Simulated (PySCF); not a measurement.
# Ionisation energy of Ne by level of theory

Ne [Ne] → Ne⁺ [He] 2s2 2p5 [2p1/2^2 2p3/2^3, M_J = 3/2], as a difference of total energies. Calculation: PySCF 2.14, in x2c-SVPall-2c (3s2p1d, 14 functions); the two-component X2C-1e Hamiltonian. Correlated levels: 1s2 frozen. "Screened" scales the spin-orbit matrix elements by Boettger's factors to mimic the two-electron term; Breit and QED terms are absent.

| method | ionisation energy (eV) |
| --- | --- |
| GHF (spin-free) | 19.861 |
| GMP2 (spin-free) | 21.254 |
| GHF (screened spin-orbit) | 19.827 |
| GMP2 (screened spin-orbit) | 21.220 |

Q: How much does correlation contribute at GMP2 (screened spin-orbit)?

A: 21.220 − (19.827) = 1.393 eV, measured against GHF (screened spin-orbit).

Errors of the correlated levels include the incompleteness of this basis and the frozen core.

For comparison: 21.565 eV (measured; NIST Atomic Spectra Database, ionization energies).
